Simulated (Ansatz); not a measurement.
**Al₂H₅S+ (SMILES [AlH2][AlH][SH2+]): one structure at several levels**

One table from this session's results is given with a row withheld; the runs are named, their logs left out.

Method: single points in def2-TZVPP; program: Ansatz 0.2.0, Gaussian basis.

Cores are frozen in the correlated methods.

### Where the work starts

SMILES `[AlH2][AlH][SH2+]`, 8 atoms, charge 1, spin multiplicity 1.

Atoms are counted from 1 here; the program's logs count them from 0.

Bond lengths: Al1–Al2 2.626 Å, Al1–H4 1.715 Å, Al1–H5 1.660 Å, Al2–S3 2.608 Å, Al2–H6 1.716 Å, S3–H7 1.398 Å, S3–H8 1.504 Å. Angles: Al2–Al1–H4 97.5°, Al2–Al1–H5 141.7°, H4–Al1–H5 120.7°, Al1–Al2–S3 107.7°, Al1–Al2–H6 159.8°, S3–Al2–H6 92.5°, Al2–S3–H7 96.4°, Al2–S3–H8 92.7°, H7–S3–H8 89.5°.

Geometry (Å):

```xyz
8

Al   -1.2744    1.4010   -1.4311
Al    0.1413    0.7081    0.6691
S     0.8609   -1.7792    0.3546
H    -1.2525   -0.1190   -2.2258
H    -2.1408    2.6714   -2.0560
H     0.9330    0.8247    2.1869
H     2.1952   -1.6058    0.7353
H     0.5149   -2.1340    1.7749
```

Set-up of the first run:

Contents of run/in.yaml:

```yaml
crystal:
  periodic: [false, false, false]
  atoms:
    - {symbol: Al, position_ang: [-1.274400, 1.401000, -1.431100]}
    - {symbol: Al, position_ang: [0.141300, 0.708100, 0.669100]}
    - {symbol: S, position_ang: [0.860900, -1.779200, 0.354600]}
    - {symbol: H, position_ang: [-1.252500, -0.119000, -2.225800]}
    - {symbol: H, position_ang: [-2.140800, 2.671400, -2.056000]}
    - {symbol: H, position_ang: [0.933000, 0.824700, 2.186900]}
    - {symbol: H, position_ang: [2.195200, -1.605800, 0.735300]}
    - {symbol: H, position_ang: [0.514900, -2.134000, 1.774900]}
basis:
  gaussian: {orbitals: def2-TZVPP}
total_charge: 1
correlation: {method: ccsd_t}
output: {forces: true}
```

The command line of these runs was not kept.

Steps of the session up to this table: CCSD(T)/def2-TZVPP; PBE0-D4/def2-TZVPP; wB97M-V/def2-TZVPP; r2SCAN-D4/def2-TZVPP; PBE-D4/def2-TZVPP; revPBE-D4/def2-TZVPP; HSE06-D4/def2-TZVPP.

One of the session's tables, all rows but one given; the rest of the session is left out.

| method | RMS force component (eV/Å) | angle to CCSD(T) forces (°) |
| --- | --- | --- |
| CCSD(T) | 1.105 | reference |
| PBE0-D4 | 1.080 | 1.5 |
| wB97M-V | 1.137 | 1.9 |
| r2SCAN-D4 | 1.060 | 1.4 |
| PBE-D4 | 0.944 | 4.3 |
| revPBE-D4 | 0.946 | 4.9 |
| HSE06-D4 | ? | ? |

Estimate the missing values for HSE06-D4.

**Answer.** RMS force component (eV/Å): 1.076; angle to CCSD(T) forces (°): 1.5. In the column «RMS force component (eV/Å)» it lies between r2SCAN-D4 (1.060) and PBE0-D4 (1.080).
